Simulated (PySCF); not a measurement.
## Working with the constants of LiO

UHF-CCSD(T) constants of LiO, ²Π (doublet), unpaired electrons π ↑ (basis Li x2c-TZVPPall, O x2c-TZVPPall; spin-free X2C with a Gaussian nucleus; PySCF 2.14; masses 7.0160 and 15.9949 u):

| Item | Value |
| --- | --- |
| ωe | 821.7 cm⁻¹ |
| ωexe | 6.9 cm⁻¹ |
| Be | 1.2047 cm⁻¹ |
| αe | 0.0171 cm⁻¹ |
| De to Li + O | 3.34 eV |

Task: What force constant and bond length do these constants imply?

Result: Reduced mass μred = 4.8768 u; k = 5.8918×10⁻⁷·μred·ωe² (u, cm⁻¹, mdyn/Å) = 1.94 mdyn/Å; Re = √(16.8576/(μred·Be)) (u, cm⁻¹, Å) = 1.694 Å.

Task: Estimate the centrifugal constant D from the Kratzer relation and find the Dunham coefficient a1.

Result: D = 4Be³/ωe² = 1.04e-05 cm⁻¹; a1 = −1 − αeωe/(6Be²) = -2.61.

Correlated steps freeze 1 core orbital. The state is the lowest determinant that a PBE0 search found; another state may lie lower at other levels.
